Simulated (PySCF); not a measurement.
borohydride, BH4 (charge -1), SMILES [BH4-], point group Td.

Level: B3LYP/pcSseg-2 in PySCF (density fitting, grid level 2); geometry and Hessian at that level, cubic constants and property derivatives from steps of ±0.6 along each species' dimensionless normal coordinates, second-order vibrational perturbation theory. The parent has the commonest isotopes.

Equilibrium geometry (Å):

| atom | x | y | z |
| --- | --- | --- | --- |
| B1 | 0.0069 | 0.0023 | -0.0137 |
| H2 | -0.8009 | 0.5233 | 0.7624 |
| H3 | 0.8156 | -0.6764 | 0.6280 |
| H4 | -0.5971 | -0.7222 | -0.8115 |
| H5 | 0.6100 | 0.8844 | -0.6338 |

Question: How much do zero-point and thermal motion change the parent's shieldings?

Answer: 
```
atom  σe (ppm)  anharmonic part, 0 K  harmonic part, 0 K  Δσ at 0 K  Δσ at 250 K  Δσ at 500 K
  B1    151.32                 -2.25               -1.02      -3.27        -3.36        -3.37
  H2     32.03                 -0.37               -0.24      -0.61        -0.63        -0.66
```

Question: And the bond lengths, in the parent and with ²H at 2?

Answer: 
```json
{"bond": "B1–H2", "re (Å)": "1.2354", "⟨r⟩ at 0 K": "1.2600", "between mean positions": "1.2513", "⟨r⟩, labelled": "1.2525"}
```

The study (161 SCF points, 92 basis functions) took 8.4 min on 1 thread of Arm Neoverse N1, shared host (rough), peak memory 0.37 GiB, launched as `OMP_NUM_THREADS=1 python ens_run.py task.json out`.
